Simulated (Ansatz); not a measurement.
Geometry optimisation, UHF/6-31G* (Ansatz).

Input:

```yaml
crystal:
  periodic: [false, false, false]
  atoms:
    - { symbol: Si, position_ang: [0.008409, 0.013627, -0.316625] }
    - { symbol: H, position_ang: [-0.009707, -0.012593, 2.350534] }
    - { symbol: H, position_ang: [1.414778, 0.009745, -0.758084] }
    - { symbol: H, position_ang: [-0.697178, 1.229149, -0.761167] }
    - { symbol: H, position_ang: [-0.695217, -1.205688, -0.759962] }
    - { symbol: O, position_ang: [-0.017937, -0.031431, 3.321549] }
    - { symbol: H, position_ang: [-0.516148, -0.803908, 3.552256] }
magnetization:
  spin_polarized: true
  initial_magnetization: 1
basis:
  gaussian: { orbitals: "6-31G*" }
hamiltonian:
  xc: hf
relax:
  f_tol: 0.03
  max_steps: 50
output:
  orbitals: {}
```

Run as:

```bash
$ ansatz run input.yaml --threads 1 --pin off --max-ram 2048MiB --backend cpu --events-out ev --progress --plain --runs-dir out
```

**Question.** Where does it end, and by what steps?

**Answer.** The forces met the threshold. The force dipped under the threshold on the way, but the program's further checks kept it going. After 45 steps the energy has fallen by 0.136 eV; H4 moved furthest, 1.19 Å.

```
step  energy less start (eV)  largest force component (eV/Å)  accepted
   0                  0.0000                           1.385       yes
   2                 -0.0683                           0.215       yes
   4                 -0.0736                           0.082       yes
   6                 -0.0457                           1.652        no
   8                 -0.0793                           0.032       yes
  10                 -0.0804                           0.058       yes
  12                  0.0812                           2.898        no
  14                 -0.0806                           0.215        no
  16                 -0.0795                           0.391        no
  18                 -0.0819                           0.132       yes
  20                 -0.0825                           0.067       yes
  22                 -0.0842                           0.235       yes
  24                 -0.0860                           0.111       yes
  26                 -0.0890                           0.235       yes
  28                 -0.0918                           0.128       yes
  30                 -0.0971                           0.316       yes
  32                 -0.0948                           1.288        no
  34                 -0.1080                           0.382       yes
  36                 -0.1147                           0.638       yes
  38                 -0.1288                           0.213       yes
  40                 -0.1309                           0.168       yes
  42                 -0.1342                           0.116       yes
  44                 -0.1330                           0.496        no
  45                 -0.1360                           0.023       yes
```

```xyz
7
Properties=species:S:1:pos:R:3
Si -0.182 0.308 -0.443
H 0.050 0.360 3.366
H 1.272 0.178 -0.238
H -0.468 0.746 -1.827
H -0.886 -0.957 -0.158
O 0.211 -0.427 2.863
H -0.509 -1.009 3.064
```

The run took 16 s on 1 thread of Arm Neoverse V2 (shared host), peak memory 0.09 GiB.
